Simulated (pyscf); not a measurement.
HO–Ge(OH)(OH)–OH + hydrogen chloride (HCl) → HO–Ge(OH)(OH)–Cl + water (H₂O) (four-centre exchange; singlet surface; Ge–O, Cl–H broken, Cl–Ge, H–O formed). Single points on ωB97X-D3(BJ)/def2-SVP structures (PySCF, gas phase). Rate constants from transition-state theory, ωB97M-D3(BJ)/def2-TZVP energies (ideal gas, 1 atm, RRHO with modes under 100 cm⁻¹ raised to 100, one conformer, R ln 2 for rigid chiral ones; no tunnelling), k in cm³ molecule⁻¹ s⁻¹.

| T (K) | 1000/T | log10 k |
|---|---|---|
| 298 | 3.354 | -20.38 |
| 600 | 1.667 | -17.14 |
| 900 | 1.111 | -15.96 |
| 1200 | 0.833 | ? |

Question: Fit an Arrhenius line to the three values, give the activation energy, and predict k at 1200 K.

Answer: Least squares gives log10 k = -13.82 − 1.96 × 1000/T, so Ea = 1.96 × ln 10 × 1.987 = 9.0 kcal/mol, against an electronic barrier of 6.6. At 1200 K the line gives -15.45; the computed value is -15.28 (ΔG‡ = 54.3 kcal/mol), a factor 1.5 over the line, since the plot is curved. On the reactant side the descent ends in a complex, 7.3 kcal/mol under the separated species and 12.9 kcal/mol under the saddle at ωB97X-D3(BJ)/def2-TZVP. On the product side the descent ends in a complex (not fully relaxed), 5.6 kcal/mol under the separated species and 19.0 kcal/mol under the saddle at ωB97X-D3(BJ)/def2-TZVP. One saddle was located; it need not be the lowest between these sides. Elements up to Kr have no core potential and no relativistic terms here.
